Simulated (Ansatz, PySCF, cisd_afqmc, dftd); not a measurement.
Reaction: ClF (SMILES FCl) → F (doublet) + Cl (doublet) (the Cl-F bond breaks)
Each species at its own B3LYP-D3(BJ)/def2-TZVP minimum (Ansatz, an electronic-structure program).

Quantity: bond dissociation energy (enthalpy at 298 K, ideal-gas terms from PySCF's Hessians at B3LYP-D3(BJ)/def2-TZVP), in kcal/mol. Open shells are spin-unrestricted; no spin-orbit coupling. Cores are frozen in correlated methods. Rows without X2C or -DK are non-relativistic. The Monte Carlo rows (phaseless AFQMC, CISD trial, step 0.005/hartree) carry one-sigma bars that omit the constraint's bias. Outlying blocks are dropped, and bars are widened where a walk drifts. Over all cases where full CI ran beside it in this data, AFQMC minus full CI had a median of +0.1 mEh and passed +0.4 mEh in a tenth of the cases. CBS(X,Y): correlation extrapolated as X^-3, Hartree-Fock from the larger set (Q,5: extrapolated as (X+1)exp(-9√X)). A bracket is a step between two methods taken in the basis named. Functionals run without relativity, which enters their misses. Double hybrids freeze cores in their MP2 part. 'core' is core correlation in cc-pwCVTZ (1s frozen past Ne), 'X2C' scalar relativity in cc-pVTZ-DK, both at CCSD(T).

From measured enthalpies of formation at 298 K: 61.3 kcal/mol (Active Thermochemical Tables 1.112 (ions: stationary electron), as tabulated in the package chemicals). The calculations leave out spin-orbit terms.

```tsv
level	program	bond dissociation energy (kcal/mol)	error against that value
HF/cc-pV(D+d)Z	Ansatz	0.0	-61.3
r2SCAN-D4/def2-TZVPD	Ansatz + dftd4	61.7	0.4
B3LYP-D4/def2-TZVPD	Ansatz + dftd4	60.5	-0.8
wB97X-V/def2-TZVPD	Ansatz	61.7	0.4
wB97M-V/def2-TZVPD	Ansatz	62.9	1.6
B2PLYP/def2-TZVPD	Ansatz	59.3	-2.0
CCSD/cc-pV(D+d)Z	Ansatz	40.8	-20.5
CCSD/CBS(cc-pV(Q+d)Z,cc-pV(5+d)Z)	Ansatz	56.8	-4.5
CCSD(T)/cc-pV(D+d)Z	Ansatz	43.8	-17.5
CCSD(T)/cc-pV(T+d)Z	Ansatz	55.7	-5.6
CCSD(T)/CBS(cc-pV(T+d)Z,cc-pV(Q+d)Z) + core + X2C	Ansatz	61.6	0.3
CCSDT(Q)/cc-pV(T+d)Z	Ansatz	55.9	-5.4
AFQMC/CISD/cc-pV(D+d)Z	cisd_afqmc	44.3 ± 0.3	-17.0
CCSD(T)/CBS(cc-pV(Q+d)Z,cc-pV(5+d)Z) + [CCSDT(Q) - CCSD(T)]/cc-pV(T+d)Z + core + X2C	Ansatz	62.6	1.3
CCSD(T)/CBS(cc-pV(Q+d)Z,cc-pV(5+d)Z) + [CCSDT(Q) - CCSD(T)]/cc-pV(Q+d)Z + [CCSDTQ - CCSDT(Q)]/cc-pV(D+d)Z + core + X2C	Ansatz	62.6	1.3
```
